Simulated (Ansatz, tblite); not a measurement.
# The cluster As₃+: rung by rung

An exercise on one series of results from a longer session: the logs are not shown, and one member is left open.

Method: as each input shows; program: Ansatz 0.2.0, Gaussian basis.

Plan: GFN1-xTB, GFN2-xTB, PBE-D4/def2-TZVP, r2SCAN-D4/def2-TZVP, BLYP-D4/def2-TZVP, B3LYP-D4/def2-TZVP, revPBE-D4/def2-TZVP, ωB97X-V/def2-TZVP, B2PLYP/def2-TZVP, PBE-D4/def2-SVP, PBE0-D4/def2-SVP, HF/6-31G, B3LYP-D4/6-31G, CCSD(T)/def2-TZVPP, MP2/def2-TZVP, RPA/def2-TZVP.

**The structure**

The geometry is that of the singlet, from an earlier relaxation (r2SCAN-D4/def2-TZVP). At that level it is the lowest of the isomers that a small search found.

3 atoms, charge 1, spin multiplicity 1.

Bond lengths: As1–As2 2.331 Å, As1–As3 2.331 Å, As2–As3 2.331 Å. Angles: As2–As1–As3 60.0°, As1–As2–As3 60.0°, As1–As3–As2 60.0°.

The ion is computed in the gas phase, without counter-ions or solvent.

PBE0-D4/def2-TZVP was run before; its log isn't repeated, and its numbers join the tables.

The first run:

Tight binding, by tblite at 300 K electronic temperature and without a spin-polarisation term:

```python
tblite.interface.Calculator('GFN1-xTB', numbers, positions, charge=1, uhf=0).singlepoint()
```

Tight binding, by tblite at 300 K electronic temperature and without a spin-polarisation term:

```python
tblite.interface.Calculator('GFN2-xTB', numbers, positions, charge=1, uhf=0).singlepoint()
```

start.molden holds the orbitals of an earlier run on this state, given as this run's starting guess.

Input file in.yaml:

```yaml
crystal:
  periodic: [false, false, false]
  atoms:
    - {symbol: As, position_ang: [-0.215833, -1.294016, 0.301165]}
    - {symbol: As, position_ang: [-0.697168, 0.585590, -0.991434]}
    - {symbol: As, position_ang: [0.913002, 0.708416, 0.690269]}
basis:
  gaussian: {orbitals: def2-TZVP, initial_orbitals: start.molden}
total_charge: 1
hamiltonian: {xc: pbe, dispersion: d4}
scf: {omitted_lower_state_checks: [starts]}
output: {orbitals: {seedname: orbitals}}
```

Run with:

```console
$ ansatz run in.yaml --threads 4 --pin off --events-out ev --progress --plain --max-ram 3916MiB
```

Among the steps run: PBE-D4/def2-TZVP; r2SCAN-D4/def2-TZVP; BLYP-D4/def2-TZVP; B3LYP-D4/def2-TZVP; revPBE-D4/def2-TZVP; ωB97X-V/def2-TZVP; B2PLYP/def2-TZVP; PBE-D4/def2-SVP; PBE0-D4/def2-SVP; HF/6-31G; B3LYP-D4/6-31G; CCSD(T)/def2-TZVPP; MP2/def2-TZVP; RPA/def2-TZVP.

One of the session's tables, all rows but one given; the rest of the session is left out.

It belongs to the step «Levels side by side». 

```
              level  HOMO (eV)  LUMO (eV)  gap (eV)
           HF/6-31G     -15.61      -6.36      9.25
    PBE-D4/def2-SVP     -12.40      -9.88      2.52
   PBE-D4/def2-TZVP     -12.33      -9.83      2.50
revPBE-D4/def2-TZVP          ?          ?         ?
  BLYP-D4/def2-TZVP     -12.11      -9.67      2.44
r2SCAN-D4/def2-TZVP     -12.63      -9.87      2.76
     B3LYP-D4/6-31G     -13.29      -9.48      3.81
 B3LYP-D4/def2-TZVP     -13.08      -9.21      3.88
   PBE0-D4/def2-SVP     -13.42      -9.11      4.31
  PBE0-D4/def2-TZVP     -13.33      -9.04      4.29
  ωB97X-V/def2-TZVP     -15.39      -6.96      8.44
```

Estimate the missing values for revPBE-D4/def2-TZVP.

**Answer.** HOMO (eV): -12.27; LUMO (eV): -9.75; gap (eV): 2.52. In the column «HOMO (eV)» it lies between PBE-D4/def2-TZVP (-12.33) and BLYP-D4/def2-TZVP (-12.11).
